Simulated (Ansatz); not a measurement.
Run this with Ansatz's Python interface and show what comes out.

The script reads `ch3o3s.yaml`:
```yaml
crystal:
  periodic: [false, false, false]
  atoms:
    - { symbol: C, position_ang: [0.9204, 0.7013, 0.4948] }
    - { symbol: S, position_ang: [-0.1394, -0.186, -0.5328] }
    - { symbol: O, position_ang: [-0.7031, 0.6442, -1.6016] }
    - { symbol: O, position_ang: [0.5461, -1.4562, -0.7979] }
    - { symbol: O, position_ang: [-1.3309, -0.4831, 0.486] }
    - { symbol: H, position_ang: [1.8302, 0.3659, 0.7742] }
    - { symbol: H, position_ang: [0.5729, 1.7325, 0.7817] }
    - { symbol: H, position_ang: [-1.604, -1.3756, 0.3398] }
magnetization:
  spin_polarized: true
  initial_magnetization: 1
basis:
  gaussian: { orbitals: def2-SVP }
hamiltonian:
  xc: pbe0
accuracy: medium
scf:
  lower_state_search: "off"
```

The script, `ch3o3s_deck.py`:
```python
"""CH3O3S through the session interface."""

import logging
import sys

import ansatz

logging.basicConfig(stream=sys.stdout, format="[%(levelname)s] %(message)s")
log = logging.getLogger("calc")
log.setLevel(logging.INFO)


def main() -> None:
    session = ansatz.Session.from_deck("ch3o3s.yaml")
    data = session.plan(threads=1).execute().report

    for key in ("converged", "free_energy_ev", "reference_energy_ev", "n_frozen", "n_occupied", "n_virtual"):
        log.info(f"{key:22s} {data[key]}")
    symbols = ["C", "S", "O", "O", "O", "H", "H", "H"]


if __name__ == "__main__":
    main()
```

Output of `python ch3o3s_deck.py`:
```text
[INFO] converged              True
[INFO] free_energy_ev         -18037.715948732126
[INFO] reference_energy_ev    -18037.715948732126
[INFO] n_frozen               0
[INFO] n_occupied             [25, 24]
[INFO] n_virtual              [64, 65]
```

These settings explore the input space; basis and method may be short of convergence. The geometry is a force-field or estimated start, not a minimum of this method, and the basis set is short of its limit. The species is open-shell (spin multiplicity 2). Wall time of the script: 2.7 s on 1 thread of Arm Neoverse V2, with other jobs on the host, peak memory 0.21 GiB.

(Lines on the test bed's own set-up are left out of the output.)
